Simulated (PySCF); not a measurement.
How the method changes the constants of NaSi

State: ⁴Σ⁻ (quartet), unpaired electrons σ ↑, π ↑↑. Set-up: Na def2-SVPD, Si def2-SVPD; no relativity (PySCF 2.14). De refers to Na + Si in their high-spin ground configurations, without counterpoise correction. The functionals are run spin-unrestricted. A positive dipole means Na(−)Si(+).

```csv
Level,Re (Å),ωe (cm⁻¹),De (eV),μ (D)
UHF,2.743,258,0.95,-8.26
UHF-MP2,2.739,259,1.37,n/a
UHF-SCS-MP2,2.739,259,1.22,n/a
UHF-CCSD,2.740,256,1.31,n/a
UHF-CCSD(T),2.742,256,1.35,n/a
PBE,2.721,245,1.48,-6.45
PBEsol,2.708,249,1.59,-6.56
TPSS,2.723,252,1.56,-7.02
r²SCAN,2.718,256,1.61,-7.29
PBE0,2.706,255,1.45,-7.09
BHandHLYP,2.699,257,1.16,-7.14
CAM-B3LYP,2.683,259,1.21,-7.03
```

Which functional lies closest to UHF-CCSD(T) in De, which farthest, and by how much do they differ from it?

Closest is PBE0 (-3.6 pm in Re, -0.4 % in ωe, +0.10 eV in De against UHF-CCSD(T) in the same basis), farthest r²SCAN (-2.4 pm in Re, +0.0 % in ωe, +0.26 eV in De). CCSD(T) converges more slowly with the basis than the functionals do and binds too weakly in this one, so the order can change at the basis-set limit.

What does a quarter of exact exchange do here, going from PBE to PBE0?

PBE0 less PBE: -1.5 pm in Re, +4.1 % in ωe, -0.03 eV in De. Exact exchange removes part of the self-interaction that spreads semilocal densities, and in most molecules shortens and stiffens the bond and lowers De; so it does here.

What does the step from GGA to meta-GGA do here, going from PBE to r²SCAN?

r²SCAN less PBE: -0.3 pm in Re, +4.5 % in ωe, +0.13 eV in De. 

Correlated steps freeze 6 core orbitals. Correlated levels converge slowly with the basis: in double zeta they bind strong bonds too weakly, by up to about 1 eV, and carry superposition errors of some tenths. The state was picked by a PBE0 search and need not be the measured ground state.
